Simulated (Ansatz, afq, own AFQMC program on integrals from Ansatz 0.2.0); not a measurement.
Two steps: Ansatz 0.2.0 writes the Fock matrix and Cholesky factors of the valence space, and afq projects on them the lowest state that overlaps trial and start.

```yaml
crystal:
  periodic: [false, false, false]
  atoms:
    - {symbol: B, position_ang: [0.000000, 0.000000, 1.731547]}
    - {symbol: Al, position_ang: [0.000000, 0.000000, -0.588094]}
    - {symbol: H, position_ang: [0.000000, -1.367107, -1.414802]}
    - {symbol: H, position_ang: [0.000000, 1.367107, -1.414802]}
basis:
  gaussian: {orbitals: cc-pVDZ}
magnetization: {spin_polarized: false}
correlation: {method: ccsd_t, electrons: outside_noble_gas, hamiltonian_folder: ham}
```

```sh
$ ansatz run in.yaml --threads 1 --pin off --events-out ev --progress --plain --max-ram 1843MiB
```

afq runs on the folder ham with

```
--method free --trial cisd --walkers 50 --time-step 0.02 --max-blocks 30 --target-error 0.00068 --factor-cut 0.0001 --seed 703 --times 0.0,0.5,1.0,2.0,3.0,4.0 --taylor-order 4
```

Times are imaginary, in 1/Eh. The walk had a cap of 193 s.

Output of the walk:

```
orbitals 36  electrons 4 4  factors 222 of 399
reference energy -267.59139595 Eh
CCSD correlation -0.16093466 Eh in 16 cycles, weight of the determinant in the CISD state 0.8576
repeat  energy at the last time / Eh  error
    10  -267.755572  0.000911
    20  -267.756040  0.000564
    30  -267.756362  0.000641
time / (1/Eh)  energy / Eh  error  mean overlap
  0.00  -267.752443  0.000338  1.1617
  0.50  -267.754714  0.000237  1.1819
  1.00  -267.756101  0.000298  1.1772
  2.00  -267.756525  0.000360  1.2035
  3.00  -267.756700  0.000529  1.1931
  4.00  -267.756362  0.000641  1.2693
energy -267.756362 +/- 0.000641 Eh
```

The run passed its tests (error under three times the target), which doesn't prove that it has relaxed.

Against this walk (error 17.4 meV) on the same determinant: CCSD(T) 8.1 meV higher (within the noise), CCSDT(Q) 30.2 meV lower (within the noise). The error is statistical, and a free projection of finite length keeps a remainder of its start.

Cautions: remainder of the start not in the error; higher spins were not checked; restricted determinant unstable towards unrestricted (UHF 540 meV lower, ⟨S²⟩ 0.85).

The walk took 30 s on 1 thread of AMD EPYC 7R43 64-Core Processor (Zen 3), on a shared host. The log's last line is the free-projection energy.

CCSDT and higher add their correlation energy to the determinant of the CCSD(T) run, since their own runs factorise the integrals more tightly (a shift of under 2 meV). A walk keeps the symmetry of its determinant, which the program's search chose and which needn't be the lowest solution, so a lower state of the same spin and another symmetry isn't excluded.
